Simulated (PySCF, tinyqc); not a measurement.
Worked calculation: coupled-perturbed Hartree-Fock on RHF in the sto-3g basis, for BH, spin multiplicity 1. The lowest restricted solution is unstable here: a spin-polarised one lies 0.0059 hartree lower (PySCF). Computed by tinyqc, a small Python program that keeps every step (integrals from PySCF). Settings: charge = 0, multiplicity = 1, basis = sto-3g, method = RHF, energy threshold = 1e-10, iteration cap = 90, orthogonalisation = symmetric, start = core, DIIS depth = 6. Command: `OMP_NUM_THREADS=1 python tinyqc.py 31595 31596 out.jsonl` (the two numbers bound the seeds that draw the settings). One thread of a shared host (Intel(R) Xeon(R) Processor @ 2.60GHz), about 0.1 s of CPU time with the checks. The early iterations of the SCF are left out here.

## One-electron integrals

Geometry (angstrom):
```
atom         x         y         z
B     0.000000  0.000000  0.000000
H     0.000000  0.000000  1.580000
```

Basis sto-3g: exponents (1/bohr^2) and contraction coefficients of normalised primitives:
```
element  l (shell)   exponent  coefficient
B            s (1)  48.791113     0.154329
B            s (1)   8.887362     0.535328
B            s (1)   2.405267     0.444635
B            s (2)   2.236956    -0.099967
B            s (2)   0.519821     0.399513
B            s (2)   0.169062     0.700115
B            p (3)   2.236956     0.155916
B            p (3)   0.519821     0.607684
B            p (3)   0.169062     0.391957
H            s (1)   3.425251     0.154329
H            s (1)   0.623914     0.535328
H            s (1)   0.168855     0.444635
```

Overlap, kinetic and nuclear-attraction integrals over the contracted functions; the nuclear repulsion is the sum of Za Zb / Rab.

nuclear repulsion = 1.67461143 hartree

overlap S, lower triangle:
```
           1B 1s     1B 2s    1B 2px    1B 2py    1B 2pz     2H 1s
1B 1s   1.000000
1B 2s   0.269328  1.000000
1B 2px  0.000000  0.000000  1.000000
1B 2py  0.000000  0.000000  0.000000  1.000000
1B 2pz  0.000000  0.000000  0.000000  0.000000  1.000000
2H 1s   0.027815  0.297120  0.000000  0.000000  0.344436  1.000000
```

kinetic energy T (hartree), lower triangle:
```
            1B 1s     1B 2s    1B 2px    1B 2py    1B 2pz     2H 1s
1B 1s   10.826302
1B 2s   -0.047967  0.359168
1B 2px   0.000000  0.000000  1.123881
1B 2py   0.000000  0.000000  0.000000  1.123881
1B 2pz   0.000000  0.000000  0.000000  0.000000  1.123881
2H 1s   -0.008052  0.019989  0.000000  0.000000  0.083129  0.760032
```

nuclear attraction V (hartree), lower triangle:
```
             1B 1s      1B 2s     1B 2px     1B 2py     1B 2pz      2H 1s
1B 1s   -23.482311
1B 2s    -3.229566  -4.104175
1B 2px    0.000000   0.000000  -4.051473
1B 2py    0.000000   0.000000   0.000000  -4.051473
1B 2pz   -0.010541  -0.103438   0.000000   0.000000  -4.118163
2H 1s    -0.335396  -0.980332   0.000000   0.000000  -1.067849  -2.896444
```

core Hamiltonian H = T + V (hartree), lower triangle:
```
             1B 1s      1B 2s     1B 2px     1B 2py     1B 2pz      2H 1s
1B 1s   -12.656008
1B 2s    -3.277533  -3.745007
1B 2px    0.000000   0.000000  -2.927592
1B 2py    0.000000   0.000000   0.000000  -2.927592
1B 2pz   -0.010541  -0.103438   0.000000   0.000000  -2.994282
2H 1s    -0.343448  -0.960344   0.000000   0.000000  -0.984719  -2.136412
```

## Two-electron integrals

Functions are numbered as in S; the eight-fold symmetry (ij|kl) = (ji|kl) = (kl|ij) leaves the list below.

Two-electron integrals (ij|kl) in chemists' order, unique and non-zero (hartree):
```
(11|11) 2.923513   (21|11) 0.518376   (21|21) 0.109262   (22|11) 0.744229
(22|21) 0.193177   (22|22) 0.544804   (31|31) 0.020264   (32|31) 0.029996
(32|32) 0.120346   (33|11) 0.742491   (33|21) 0.193240   (33|22) 0.544682
(33|33) 0.586773   (41|41) 0.020264   (42|41) 0.029996   (42|42) 0.120346
(43|43) 0.031630   (44|11) 0.742491   (44|21) 0.193240   (44|22) 0.544682
(44|33) 0.523513   (44|44) 0.586773   (51|51) 0.020264   (52|51) 0.029996
(52|52) 0.120346   (53|53) 0.031630   (54|54) 0.031630   (55|11) 0.742491
(55|21) 0.193240   (55|22) 0.544682   (55|33) 0.523513   (55|44) 0.523513
(55|55) 0.586773   (61|11) 0.053265   (61|21) 0.011191   (61|22) 0.019873
(61|33) 0.019790   (61|44) 0.019790   (61|51) 0.000777   (61|52) 0.001450
(61|55) 0.020052   (61|61) 0.001179   (62|11) 0.155031   (62|21) 0.041020
(62|22) 0.130969   (62|33) 0.127019   (62|44) 0.127019   (62|51) 0.004445
(62|52) 0.029439   (62|55) 0.138734   (62|61) 0.004480   (62|62) 0.047852
(63|31) 0.003693   (63|32) 0.018214   (63|53) 0.005195   (63|63) 0.004601
(64|41) 0.003693   (64|42) 0.018214   (64|54) 0.005195   (64|64) 0.004601
(65|11) 0.157168   (65|21) 0.042074   (65|22) 0.141568   (65|33) 0.134326
(65|44) 0.134326   (65|51) 0.007470   (65|52) 0.046409   (65|55) 0.155887
(65|61) 0.004764   (65|62) 0.060085   (65|65) 0.078503   (66|11) 0.333849
(66|21) 0.089828   (66|22) 0.325655   (66|33) 0.308190   (66|44) 0.308190
(66|51) 0.010217   (66|52) 0.092973   (66|55) 0.360094   (66|61) 0.009889
(66|62) 0.162661   (66|65) 0.219976   (66|66) 0.774606
```

## Orthogonalisation

S = U s U^T; symmetric (Loewdin) form X = U s^(-1/2) U^T, so that X^T S X = 1.

eigenvalues of S: 0.515952  0.801498  1.000000  1.000000  1.177244  1.505306

X, lower triangle:
```
            1B 1s      1B 2s    1B 2px    1B 2py     1B 2pz     2H 1s
1B 1s    1.029637
1B 2s   -0.146959   1.070754
1B 2px   0.000000   0.000000  1.000000
1B 2py   0.000000   0.000000  0.000000  1.000000
1B 2pz  -0.006482   0.047057  0.000000  0.000000   1.052708
2H 1s    0.020707  -0.176933  0.000000  0.000000  -0.199235  1.092777
```

## Iteration 7 (converged): orbitals

converged F (hartree), lower triangle:
```
            1B 1s      1B 2s    1B 2px    1B 2py     1B 2pz      2H 1s
1B 1s   -7.361278
1B 2s   -2.147866  -1.016509
1B 2px   0.000000   0.000000  0.258266
1B 2py   0.000000   0.000000  0.000000  0.258266
1B 2pz  -0.018076  -0.003498  0.000000  0.000000  -0.022674
2H 1s   -0.230713  -0.333257  0.000000  0.000000  -0.324957  -0.225516
```

Diagonalise F' = X^T F X, C = X C', fill 3 alpha and 3 beta electrons from the bottom; D = 2 C_occ C_occ^T. Each column has its largest component positive (the first on a tie).

F' = X^T F X (hartree), lower triangle:
```
           1          2         3         4          5          6
1  -7.183616
2  -1.114586  -0.535987
3   0.000000   0.000000  0.258266
4   0.000000   0.000000  0.000000  0.258266
5  -0.038149   0.091730  0.000000  0.000000   0.106534
6   0.011618  -0.235090  0.000000  0.000000  -0.354003  -0.029613
```

orbital energies (hartree): MO1 -7.365691, MO2 -0.492670, MO3 -0.245889, MO4 0.258266, MO5 0.258266, MO6 0.461568

coefficients C:
```
              MO1        MO2        MO3        MO4       MO5        MO6
1B 1s    0.992542  -0.242527  -0.167085   0.000000  0.000000  -0.101704
1B 2s    0.027001   0.779282   0.633218   0.000000  0.000000   0.438924
1B 2px   0.000000   0.000000   0.000000   0.785118  0.619346   0.000000
1B 2py   0.000000   0.000000   0.000000  -0.619346  0.785118   0.000000
1B 2pz   0.003847   0.137954  -0.575090   0.000000  0.000000   0.894634
2H 1s   -0.004616   0.428279  -0.530932   0.000000  0.000000  -0.894571
```

D after iteration 7, lower triangle:
```
            1B 1s      1B 2s    1B 2px    1B 2py    1B 2pz     2H 1s
1B 1s    2.143755
1B 2s   -0.535998   2.017951
1B 2px   0.000000   0.000000  0.000000
1B 2py   0.000000   0.000000  0.000000  0.000000
1B 2pz   0.132899  -0.513097  0.000000  0.000000  0.699549
2H 1s   -0.039480  -0.005141  0.000000  0.000000  0.728798  0.930666
```

Within a degenerate level the vectors are fixed only up to a rotation; this is one choice.

## Convergence

Stop when the energy changes by less than 1e-10 hartree and every element of the error matrix X^T (F D S - S D F) X is below 3e-06.

Course of the cycle:
```
iteration   E (hartree)     change  largest element of the error matrix
1          -24.05695333          -                             4.90e-01
2          -24.68575136  -6.29e-01                             1.09e-01
3          -24.70446078  -1.87e-02                             3.23e-02
4          -24.70615029  -1.69e-03                             1.84e-03
5          -24.70615387  -3.58e-06                             5.38e-05
6          -24.70615387  -5.34e-09                             7.61e-07
7          -24.70615387  -8.67e-13                             4.25e-08
```

PySCF RHF in the same basis = -24.70615387 hartree

Converged in 7 iterations.

## Integrals over molecular orbitals

(pq|rs) = sum C_ip C_jq C_kr C_ls (ij|kl), one index at a time.

one-electron integrals over orbitals h = C^T H C (hartree), lower triangle:
```
            1          2          3          4          5          6
1  -12.643117
2    0.299605  -2.936231
3    0.195161  -0.239404  -2.697167
4    0.000000   0.000000   0.000000  -2.927592
5    0.000000   0.000000   0.000000   0.000000  -2.927592
6    0.120547  -0.437829   0.348867   0.000000   0.000000  -2.477484
```

Two-electron integrals over orbitals (pq|rs), unique and non-zero (hartree):
```
(11|11) 2.892391    (21|11) -0.264397   (21|21) 0.038678    (22|11) 0.613858
(22|21) -0.008090   (22|22) 0.492678    (31|11) -0.178624   (31|21) 0.023908
(31|22) -0.014164   (31|31) 0.025317    (32|11) 0.134080    (32|21) -0.008557
(32|22) -0.035965   (32|31) 0.005564    (32|32) 0.111842    (33|11) 0.610658
(33|21) -0.010777   (33|22) 0.436844    (33|31) 0.003232    (33|32) 0.031116
(33|33) 0.493433    (41|41) 0.021620    (42|41) 0.022391    (42|42) 0.076388
(43|41) 0.015101    (43|42) 0.044093    (43|43) 0.045811    (44|11) 0.742009
(44|21) -0.009820   (44|22) 0.464443    (44|31) -0.006169   (44|32) 0.072517
(44|33) 0.458386    (44|44) 0.586773    (51|51) 0.021620    (52|51) 0.022391
(52|52) 0.076388    (53|51) 0.015101    (53|52) 0.044093    (53|53) 0.045811
(54|54) 0.031630    (55|11) 0.742009    (55|21) -0.009820   (55|22) 0.464443
(55|31) -0.006169   (55|32) 0.072517    (55|33) 0.458386    (55|44) 0.523513
(55|55) 0.586773    (61|11) -0.109382   (61|21) 0.018879    (61|22) 0.006095
(61|31) -0.000171   (61|32) -0.015453   (61|33) -0.015538   (61|44) -0.003671
(61|55) -0.003671   (61|61) 0.022566    (62|11) 0.165081    (62|21) -0.002753
(62|22) 0.042709    (62|31) -0.012682   (62|32) 0.037967    (62|33) -0.008119
(62|44) 0.088921    (62|55) 0.088921    (62|61) 0.010504    (62|62) 0.104146
(63|11) -0.145059   (63|21) 0.003842    (63|22) 0.010637    (63|31) -0.004968
(63|32) -0.100077   (63|33) -0.042228   (63|44) -0.077805   (63|55) -0.077805
(63|61) 0.009860    (63|62) -0.061492   (63|63) 0.118707    (64|41) 0.008700
(64|42) 0.030950    (64|43) 0.001968    (64|64) 0.027768    (65|51) 0.008700
(65|52) 0.030950    (65|53) 0.001968    (65|65) 0.027768    (66|11) 0.624801
(66|21) -0.006376   (66|22) 0.505518    (66|31) -0.014292   (66|32) -0.061096
(66|33) 0.461917    (66|44) 0.449847    (66|55) 0.449847    (66|61) 0.008623
(66|62) 0.013145    (66|63) 0.034917    (66|66) 0.557905
```

## Response to a field: uncoupled start

dipole integrals <a|z|i> (bohr):
```
          i1         i2        i3
a4  0.000000   0.000000  0.000000
a5  0.000000   0.000000  0.000000
a6  0.097099  -0.489447  1.343755
```

Field along z; U_ai = -mu_ai / (e_a - e_i), alpha = -4 sum U_ai mu_ai.

uncoupled U:
```
           i1        i2         i3
a4   0.000000  0.000000   0.000000
a5   0.000000  0.000000   0.000000
a6  -0.012405  0.512918  -1.899415
```

uncoupled polarisability = 11.218395 bohr^3

## Coupled step 1

U_ai = -(mu_ai + sum_bj [4 (ai|bj) - (ab|ij) - (aj|bi)] U_bj) / (e_a - e_i); alpha = -4 sum U_ai mu_ai.

U after step 1:
```
           i1        i2         i3
a4   0.000000  0.000000   0.000000
a5   0.000000  0.000000   0.000000
a6  -0.005125  0.371604  -2.093237
```

polarisability = 11.980700 bohr^3

## Coupled step 2

As before.

U after step 2:
```
           i1        i2         i3
a4   0.000000  0.000000   0.000000
a5   0.000000  0.000000   0.000000
a6  -0.002836  0.317661  -2.147318
```

polarisability = 12.164891 bohr^3

## Coupled polarisability

Repeat until U stops changing; compare with -d2E/dF2.

Course of the coupled iterations:
```
step  alpha (bohr^3)
0          11.218395
1          11.980700
2          12.164891
3          12.224172
4          12.243719
5          12.250176
6          12.252309
7          12.253014
8          12.253247
9          12.253324
10         12.253349
11         12.253358
12         12.253361
13         12.253362
14         12.253362
15         12.253362
16         12.253362
17         12.253362
```

coupled polarisability = 12.253362 bohr^3

finite-field check, fields of +/-0.001 au = 12.253359 bohr^3
